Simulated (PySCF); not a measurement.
**Working out the ionisation energy of Al**

Al [Ne] 3s2 3p1 (2P) → Al⁺ [Ne] 3s2 (1S). All numbers are calculated (PySCF 2.14, scalar relativity by spin-free X2C-1e, in Sapporo-DZP-2012 (5s4p2d, 27 functions)). Frozen: [Ne]. Energies in hartree (1 hartree = 27.21139 eV):

```csv
part,Al (lower),Al⁺ (upper)
UHF,-242.248999,-242.043189
CCSD correlation,-0.047227,-0.035941
(T),-0.000697,0.000000
```

**Question.** What does Hartree-Fock give?

**Answer.** (-242.043189) − (-242.248999) = 0.205810 hartree = 5.600 eV.

**Question.** What do CCSD and CCSD(T) give?

**Answer.** The CCSD correlation energies differ by 0.011286 hartree = 0.307 eV and the triples by 0.000697 hartree = 0.019 eV, so CCSD gives 5.907 eV and CCSD(T) 5.926 eV.

Measured between the centres of the two terms (NIST): 5.977 eV, so CCSD(T) (valence) is off by -0.051 eV.

A double-zeta basis recovers only part of the correlation energy.

What remains against the reference includes basis incompleteness, the frozen core and higher excitations.
